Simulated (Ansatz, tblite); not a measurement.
**The cluster Na₂O+: rung by rung**

How do method and basis change the picture of the cluster Na₂O+ (doublet)?

Program: Ansatz 0.2.0, Gaussian basis. Level of theory: as each input shows. These are calculated values, not measurements.

Levels to be run: GFN1-xTB, GFN2-xTB, PBE-D4/def2-TZVP, r2SCAN-D4/def2-TZVP, r2SCANh-D4/def2-TZVP, LDA/def2-TZVP, PBE-QIDH/def2-TZVP, HSE06-D4/def2-TZVP, BLYP-D4/def2-TZVP, PBE-D4/def2-SVP, PBE0-D4/def2-SVP, HF/6-31G, B3LYP-D4/6-31G, CCSD(T)/def2-TZVPP, MP2/def2-TZVP, RPA/def2-TZVP.

### Step 1. The relaxed structure

The geometry is that of the doublet, from an earlier relaxation (PBE0-D4/def2-TZVP). At that level it is the lowest of the isomers that a small search found.

3 atoms, charge 1, spin multiplicity 2.

Bond lengths: Na1–O3 2.125 Å, Na2–O3 2.125 Å. Angles: Na1–O3–Na2 180.0°.

As a file:

```xyz
3
Na2O
Na    0.3864    1.5577   -1.3932
Na   -0.3864   -1.5577    1.3932
O     0.0000    0.0000    0.0000
```

The ion is computed in the gas phase, without counter-ions or solvent.

PBE0-D4/def2-TZVP was run before; its log isn't repeated, and its numbers join the tables.

### Step 2. GFN1-xTB

Tight binding, by tblite at 300 K electronic temperature and without a spin-polarisation term:

```python
tblite.interface.Calculator('GFN1-xTB', numbers, positions, charge=1, uhf=1).singlepoint()
```

Energy -130.6876 eV; 0.003 s.

### Step 3. GFN2-xTB

Tight binding, by tblite at 300 K electronic temperature and without a spin-polarisation term:

```python
tblite.interface.Calculator('GFN2-xTB', numbers, positions, charge=1, uhf=1).singlepoint()
```

Energy -110.1754 eV; 0.003 s.

### Step 4. PBE-D4/def2-TZVP

start.molden holds the orbitals of an earlier run on this state, given as this run's starting guess.

File in.yaml:

```yaml
crystal:
  periodic: [false, false, false]
  atoms:
    - {symbol: Na, position_ang: [0.386406, 1.557696, -1.393152]}
    - {symbol: Na, position_ang: [-0.386396, -1.557688, 1.393184]}
    - {symbol: O, position_ang: [-0.000010, -0.000008, -0.000022]}
basis:
  gaussian: {orbitals: def2-TZVP, initial_orbitals: start.molden}
total_charge: 1
magnetization: {spin_polarized: true, initial_magnetization: 1}
hamiltonian: {xc: pbe, dispersion: d4}
scf: {omitted_lower_state_checks: [starts]}
output: {orbitals: {seedname: orbitals}}
```

Launch:

```bash
> ansatz run in.yaml --threads 4 --pin off --events-out ev --progress --plain --max-ram 3916MiB
```

Further steps of the session: r2SCAN-D4/def2-TZVP; r2SCANh-D4/def2-TZVP; LDA/def2-TZVP; PBE-QIDH/def2-TZVP; HSE06-D4/def2-TZVP; BLYP-D4/def2-TZVP; PBE-D4/def2-SVP; PBE0-D4/def2-SVP; HF/6-31G; B3LYP-D4/6-31G; CCSD(T)/def2-TZVPP; MP2/def2-TZVP; RPA/def2-TZVP.

Before running them: what should the planned runs give, taken together? Wanted: gap in def2-TZVP, named functionals, smallest and largest; correlation energy, CCSD(T)/def2-TZVPP; correlation energy, MP2/def2-TZVP; ⟨S²⟩ in def2-TZVP, named functionals, smallest and largest; PBE0 total energy, smallest basis above largest.

The runs gave:

| quantity | value |
| --- | --- |
| gap in def2-TZVP, named functionals, smallest and largest | 0.13 eV (LDA), 4.45 eV (PBE0-D4) |
| correlation energy, CCSD(T)/def2-TZVPP | -15.11 eV |
| correlation energy, MP2/def2-TZVP | -14.29 eV |
| ⟨S²⟩ in def2-TZVP, named functionals, smallest and largest | 0.753, 0.754 |
| PBE0 total energy, smallest basis above largest | 5.66 eV (def2-SVP, def2-TZVP) |

What this shows: Over the named functionals in def2-TZVP the gap runs from 0.13 eV (LDA) to 4.45 eV (PBE0-D4); exact exchange widens it.
